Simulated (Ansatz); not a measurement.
**BClFH (SMILES FBCl): functionals against CCSD(T) at one geometry**

An exercise on one series of results from a longer session: the logs are not shown, and one member is left open.

Computed with Ansatz 0.2.0, Gaussian basis. Level: single points in def2-TZVPP.

Cores are frozen in the correlated methods.

### The system as given

SMILES `FBCl`, 4 atoms, charge 0, spin multiplicity 1.

Atoms are counted from 1 here; the program's logs count them from 0.

Bond lengths: F1–B2 1.476 Å, B2–Cl3 1.724 Å, B2–H4 1.191 Å. Angles: F1–B2–Cl3 117.5°, F1–B2–H4 116.2°, Cl3–B2–H4 126.3°.

Coordinates:

```xyz
4
charge 0, multiplicity 1
F     1.31540    0.32180   -0.52200
B     0.03430   -0.09520    0.07980
Cl   -1.41110    0.56600   -0.58760
H     0.10490   -0.86710    0.98470
```

Set-up of the first run:

Contents of run/in.yaml:

```yaml
crystal:
  periodic: [false, false, false]
  atoms:
    - {symbol: F, position_ang: [1.315400, 0.321800, -0.522000]}
    - {symbol: B, position_ang: [0.034300, -0.095200, 0.079800]}
    - {symbol: Cl, position_ang: [-1.411100, 0.566000, -0.587600]}
    - {symbol: H, position_ang: [0.104900, -0.867100, 0.984700]}
basis:
  gaussian: {orbitals: def2-TZVPP}
correlation: {method: ccsd_t}
output: {forces: true}
```

No record of the launch command was kept for these runs.

Among the steps run: CCSD(T)/def2-TZVPP; PBE0-D4/def2-TZVPP; wB97M-V/def2-TZVPP; r2SCAN-D4/def2-TZVPP; PBE-D4/def2-TZVPP; r2SCAN0-D4/def2-TZVPP; wB97X-V/def2-TZVPP.

One table of the session follows, with a row left open; its other results are not shown here.

| method | RMS force component (eV/Å) | angle to CCSD(T) forces (°) | dipole (D) |
| --- | --- | --- | --- |
| CCSD(T) | 1.754 | reference | 1.47 |
| PBE0-D4 | 1.779 | 2.7 | 1.45 |
| wB97M-V | 1.718 | 1.4 | 1.45 |
| r2SCAN-D4 | ? | ? | ? |
| PBE-D4 | 1.575 | 3.2 | 1.32 |
| r2SCAN0-D4 | 1.856 | 2.9 | 1.49 |
| wB97X-V | 1.727 | 1.6 | 1.46 |

**Question.** Estimate the row for r2SCAN-D4.

**Answer.** RMS force component (eV/Å): 1.710; angle to CCSD(T) forces (°): 1.3; dipole (D): 1.38. In the column «RMS force component (eV/Å)» it lies between PBE-D4 (1.575) and wB97M-V (1.718).
